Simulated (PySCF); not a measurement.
Cyclopropenethione, C3H2S.
Cartesian coordinates in Å at the GFN2-xTB level; atoms count from 1:
```
atom  x, y, z in Å
S1     2.3652   -0.1211   -0.0178
C2     0.7687   -0.0390   -0.0091
C3    -0.4632    0.6950    0.0006
C4    -0.5321   -0.6431   -0.0025
H5    -0.9874    1.6220    0.0072
H6    -1.1481   -1.5118    0.0001
```

Level of theory: TDDFT wB97X-D/def2-SVPD, vertical, gas phase, core orbitals frozen in the response in PySCF.

Frontier orbitals with the atoms that hold most of them (Löwdin shares over 4%, at most four atoms; ? is withheld):

```json
{"orbital": "HOMO-3", "ε (eV)": "-13.21", "atoms": "C2 41%, C3 20%, C4 20%, S1 11%"}
{"orbital": "HOMO-2", "ε (eV)": "-12.46", "atoms": "S1 46%, C4 17%, C3 17%, C2 17%"}
{"orbital": "HOMO-1", "ε (eV)": "-9.09", "atoms": "?"}
{"orbital": "HOMO", "ε (eV)": "?", "atoms": "S1 72%, C2 16%, C4 5%, C3 5%"}
{"orbital": "LUMO", "ε (eV)": "0.42", "atoms": "?"}
{"orbital": "LUMO+1", "ε (eV)": "0.93", "atoms": "S1 38%, C2 37%, C3 11%, C4 11%"}
{"orbital": "LUMO+2", "ε (eV)": "2.10", "atoms": "C4 27%, C3 27%, S1 21%, H6 11%"}
```

Task: Give the leading atoms of the HOMO-1.

Result: S1 (bonded to C) 55%; C2 (bonded to 2 C and S) 24%; C4 (bonded to 2 C and H) 10%; C3 (bonded to 2 C and H) 10%. By element: sulfur 55%, carbon 44%.

Task: Which atoms hold the LUMO, and with what shares?

Result: C4 (bonded to 2 C and H) 40%; C3 (bonded to 2 C and H) 40%; C2 (bonded to 2 C and S) 8%; H6 (bonded to C) 6%. By element: carbon 87%, hydrogen 6% or more.

Task: What is the HOMO energy, and the HOMO–LUMO gap?

Result: ε(HOMO) = -7.87 eV; the gap is 8.29 eV (0.3048 hartree).

Task: How does S1 compare with the orbital gap of 8.29 eV?

Result: S1 is at 3.46 eV (f = 0.0000), 4.83 eV below the gap, made of HOMO→LUMO+1 (99%). Its leading pair isn't HOMO and LUMO; the energies of that pair differ by 8.80 eV. 

Task: Give energy, strength and leading configuration of S1, S2, S3 and S4, and follow the Löwdin shares of the leading atoms from the occupied to the empty orbital.

Result: 
- S1 (3.46 eV, f 0.0000), HOMO→LUMO+1 (99%): S1 72% → 38%, C2 16% → 37%
- S2 (3.80 eV, f 0.0001), HOMO→LUMO (98%): S1 72% → at most 7%, C2 16% → 8%, C4 5% → 40%, C3 5% → 40%
- S3 (5.15 eV, f 0.012), HOMO-1→LUMO (99%): S1 55% → at most 7%, C2 24% → 8%, C4 10% → 40%, C3 10% → 40%
- S4 (5.88 eV, f 0.257), HOMO-1→LUMO+1 (91%): S1 55% → 38%, C2 24% → 37%
